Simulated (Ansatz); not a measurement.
A made-up structure of MgSiH$_{2}$O, closed shell:

O1  (-0.554, 0.086, 1.030)
Mg2  (1.128, -0.620, 0.903)
Si3  (-0.062, 0.066, -0.266)
H4  (-0.765, -0.949, -1.009)
H5  (0.253, 1.417, -0.658)
(Å)

It is relaxed with PBE-D4/def2-SVP and then PBE0-D4/def2-TZVP (Ansatz 0.2.0). Atoms count as bonded within 1.22 times the sum of their covalent radii (H–H: 0.88 Å). The end point is not checked to be a true minimum.

Q: Does its bonding change? (A judgement: the text doesn't fix the answer.)

A: By the calculation: No: no bond forms or breaks.

Where it ends: The first stage lowers the energy by 5.86 eV in 9 steps. It ends as MgSiH₂O ([O]1[Mg][SiH2]1):
```
5
angstrom
O -0.3823 -0.0151 1.2118
Mg 1.3549 -0.7974 1.4440
Si -0.1162 0.1035 -0.3609
H -0.8996 -0.7406 -1.3098
H 0.0432 1.4495 -0.9851
```

Labels in which every atom is bracketed show which atoms are joined, not bond orders.

For scale, one of the runs: PBE0-D4/def2-TZVP relaxation, 112 basis functions, launched by `ansatz run in.yaml --threads 2 --pin off --events-out ev --progress --plain --max-ram 4352MiB`. Hardware: 2 CPU threads of an Intel Xeon Platinum 8488C, shared host. Wall time about 7 s.
